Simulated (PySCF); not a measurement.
Molecule: Ethylamine (SMILES NCC).

Geometry:
| atom | x (Å) | y (Å) | z (Å) |
| --- | --- | --- | --- |
| C1 | 1.071 | 0.411 | -0.049 |
| C2 | -0.122 | -0.522 | -0.126 |
| N3 | -1.365 | 0.223 | -0.050 |
| H4 | 2.019 | -0.138 | -0.155 |
| H5 | 1.014 | 1.173 | -0.841 |
| H6 | 1.101 | 0.938 | 0.920 |
| H7 | -0.014 | -1.309 | 0.653 |
| H8 | -0.101 | -1.053 | -1.093 |
| H9 | -2.163 | -0.405 | -0.112 |
| H10 | -1.439 | 0.683 | 0.856 |

Geometry PBE0-D3(BJ)/def2-SVP throughout; GIAO in PySCF, gas phase, one conformer, non-relativistic; equivalent atoms averaged; basis pcSseg-2.

For orientation, BP86 gives these absolute shieldings σ: C2 135.2, C1 159.0, N3 214.7, H7/H8 28.24, H4/H5/H6 30.17, H9/H10 30.84 ppm.

A run gave: C2 143.0, C1 164.4, N3 222.8, H7/H8 28.62, H4/H5/H6 30.30, H9/H10 30.95 ppm (absolute shieldings σ).

Task: Which functional was used in that run?
A. KT2
B. OPBE
C. LDA
D. BLYP
E. wB97X-D

Result: E. H7/H8 tells them apart best: wB97X-D gives 28.62, KT2 gives 28.17, LDA gives 27.71, BLYP gives 28.33, OPBE gives 28.26 ppm.
